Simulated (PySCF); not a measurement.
# SOF2 (thionyl fluoride): M06-2X/cc-pVTZ

Aim: the vertical ionisation energy of SOF2 (thionyl fluoride) at M06-2X/cc-pVTZ, from 2 runs. The job is set up through a Python script.

Program for the calculation: PySCF 2.14.0.

## 1. The system as given

The species is SOF2 (4 atoms), meant as a singlet with charge 0. As SMILES, `O=S(F)F`. The shape is that of a PBE0-D4/def2-TZVP optimisation.

Bond lengths: O1–S2 1.419 Å, S2–F3 1.588 Å, S2–F4 1.588 Å. Angles: O1–S2–F3 106.5°, O1–S2–F4 106.4°, F3–S2–F4 93.0°.

## 2. The energy at M06-2X/cc-pVTZ

input.py

```python
from pyscf import gto, dft

system = gto.Mole()
system.atom = [
    ('O', (0.932400, 0.066600, -1.017800)),
    ('S', (-0.151300, -0.426200, -0.245700)),
    ('F', (-1.124400, 0.804200, 0.000400)),
    ('F', (0.343300, -0.444600, 1.263100)),
]
system.charge = 0
system.spin = 0
system.basis = 'cc-pvtz'
system.max_memory = 1860
system.verbose = 3
system.build()

ks = dft.RKS(system, xc='m06-2x')
ks.conv_tol = 1e-10
ks.grids.level = 4
ks.kernel()
if not ks.converged:
    ks = ks.newton().run(ks.mo_coeff, ks.mo_occ)

energy = ks.e_tot
print('E = %.10f Eh' % energy)
```

Run with:

```bash
$ OMP_NUM_THREADS=1 python input.py
```

Standard output:

```text
converged SCF energy = -673.096658287904
E = -673.0966582879 Eh
```

Run time: 27 s. Hardware: 1 thread of Arm Neoverse V2, shared host; peak memory 0.73 GiB.

## 3. The doublet cation at the same level

job.py

```python
from pyscf import gto, dft

mol = gto.Mole()
mol.atom = [
    ('O', (0.932400, 0.066600, -1.017800)),
    ('S', (-0.151300, -0.426200, -0.245700)),
    ('F', (-1.124400, 0.804200, 0.000400)),
    ('F', (0.343300, -0.444600, 1.263100)),
]
mol.basis = 'cc-pvtz'
mol.verbose = 4
mol.max_memory = 1860
mol.spin = 1
mol.charge = 1
mol.build()

mf = dft.UKS(mol)
mf.xc = 'm06-2x'
mf.conv_tol = 1e-10
mf.grids.level = 4
mf.kernel()
if not mf.converged:
    mf = mf.newton().run(mf.mo_coeff, mf.mo_occ)

etot = mf.e_tot
print('E(%s) = %.9f' % ('M06-2X', etot))
```

Run with:

```bash
$ OMP_NUM_THREADS=1 python job.py
```

Standard output:

```text
PySCF version 2.14.0

[INPUT] num. atoms = 4
[INPUT] num. electrons = 41
[INPUT] charge = 1
[INPUT] spin (= nelec alpha-beta = 2S) = 1
[INPUT] symmetry False subgroup None
[INPUT] Mole.unit = angstrom
[INPUT] Symbol           X                Y                Z      unit          X                Y                Z       unit  Magmom
[INPUT]  1 O      0.932400000000   0.066600000000  -1.017800000000 AA    1.761980638544   0.125855759896  -1.923363249582 Bohr   0.0
[INPUT]  2 S     -0.151300000000  -0.426200000000  -0.245700000000 AA   -0.285915562647  -0.805401274290  -0.464305708806 Bohr   0.0
[INPUT]  3 F     -1.124400000000   0.804200000000   0.000400000000 AA   -2.124808054461   1.519717749375   0.000755890450 Bohr   0.0
[INPUT]  4 F      0.343300000000  -0.444600000000   1.263100000000 AA    0.648742978563  -0.840172234982   2.386913067938 Bohr   0.0

nuclear repulsion = 193.929517224793
number of shells = 36
number of NR pGTOs = 185
number of NR cGTOs = 124
basis = cc-pvtz
ecp = {}

******** <class 'pyscf.dft.uks.UKS'> ********
method = UKS
initial guess = minao
damping factor = 0
level_shift factor = 0
DIIS = <class 'pyscf.scf.diis.CDIIS'>
diis_start_cycle = 1
diis_space = 8
diis_damp = 0
SCF conv_tol = 1e-10
SCF conv_tol_grad = None
SCF max_cycles = 50
direct_scf = True
direct_scf_tol = 1e-13
number electrons alpha = 21  beta = 20
XC library pyscf.dft.libxc version 7.0.0
    S. Lehtola, C. Steigemann, M. J.T. Oliveira, and M. A.L. Marques.,  SoftwareX 7, 1–5 (2018)
XC functionals = m06-2x
    Y. Zhao and D. G. Truhlar.,  Theor. Chem. Acc. 120, 215 (2008)
    Y. Zhao and D. G. Truhlar.,  Theor. Chem. Acc. 120, 215 (2008)
radial grids:
    Treutler-Ahlrichs [JCP 102, 346 (1995); DOI:10.1063/1.469408] (M4) radial grids

becke partition: Becke, JCP 88, 2547 (1988); DOI:10.1063/1.454033
pruning grids: <function nwchem_prune>
grids dens level: 4
symmetrized grids: False
atomic radii adjust function: <function treutler_atomic_radii_adjust>
small_rho_cutoff = 0
Set gradient conv threshold to 1e-05
tot grids = 114624
init E= -673.892186367046
[... the frontier-level lines of each cycle are left out ...]


cycle= 1 E= -672.3838008692  delta_E= 1.51  |g|= 0.732  |ddm|= 1.44
cycle= 2 E= -672.105546906205  delta_E= 0.278  |g|=  1.2  |ddm|= 0.99
cycle= 3 E= -672.614900514854  delta_E= -0.509  |g|= 0.183  |ddm|= 0.53
cycle= 4 E= -672.625432289001  delta_E= -0.0105  |g|= 0.102  |ddm|= 0.122
cycle= 5 E= -672.629418218665  delta_E= -0.00399  |g|= 0.028  |ddm|= 0.0485
cycle= 6 E= -672.630418900395  delta_E= -0.001  |g|= 0.0172  |ddm|= 0.0329
cycle= 7 E= -672.63131509639  delta_E= -0.000896  |g|= 0.00745  |ddm|= 0.0491
cycle= 8 E= -672.631581671824  delta_E= -0.000267  |g|= 0.00314  |ddm|= 0.0342
cycle= 9 E= -672.631619848217  delta_E= -3.82e-05  |g|= 0.000751  |ddm|= 0.0146
cycle= 10 E= -672.631621969329  delta_E= -2.12e-06  |g|= 0.000295  |ddm|= 0.00301
cycle= 11 E= -672.631622239621  delta_E= -2.7e-07  |g|= 0.000135  |ddm|= 0.00101
cycle= 12 E= -672.631622263424  delta_E= -2.38e-08  |g|= 0.000108  |ddm|= 0.000249
cycle= 13 E= -672.631622272302  delta_E= -8.88e-09  |g|= 3.33e-05  |ddm|= 0.000114
cycle= 14 E= -672.631622274779  delta_E= -2.48e-09  |g|= 1.23e-05  |ddm|= 8.25e-05
cycle= 15 E= -672.631622275013  delta_E= -2.34e-10  |g|= 9.06e-06  |ddm|= 4.17e-05
cycle= 16 E= -672.63162227509  delta_E= -7.72e-11  |g|= 2.01e-06  |ddm|= 1.36e-05
Extra cycle  E= -672.631622275095  delta_E= -4.09e-12  |g|= 1.66e-06  |ddm|= 2.44e-06
converged SCF energy = -672.631622275095  <S^2> = 0.76244259  2S+1 = 2.0124041
E(M06-2X) = -672.631622275
```

It took 73 s on 1 thread of Arm Neoverse V2, shared host; peak memory 0.74 GiB.

## 4. Results

At M06-2X/cc-pVTZ:

| quantity | value |
| --- | --- |
| singlet SOF2: total energy | -673.09666 Eh |
| singlet SOF2: dipole moment | 1.85 D |
| singlet SOF2: HOMO energy | -11.13 eV |
| singlet SOF2: LUMO energy | -0.04 eV |
| singlet SOF2: HOMO–LUMO gap | 11.10 eV |
| doublet cation: total energy | -672.63162 Eh |
| doublet cation: HOMO energy (highest over α and β) | -20.78 eV |
| doublet cation: LUMO energy (lowest over α and β) | -14.25 eV |
| doublet cation: ⟨S²⟩ | 0.762 |
| vertical ionisation energy (to the doublet cation) | 12.654 eV |

What this shows: Removing an electron at fixed nuclei costs 12.65 eV (1221 kJ/mol). −ε(HOMO) before ionisation, 11.13 eV, is 1.52 eV below this ionisation energy. Mulliken charges (singlet SOF2) run from -0.38 on O1 to +0.84 on S2.
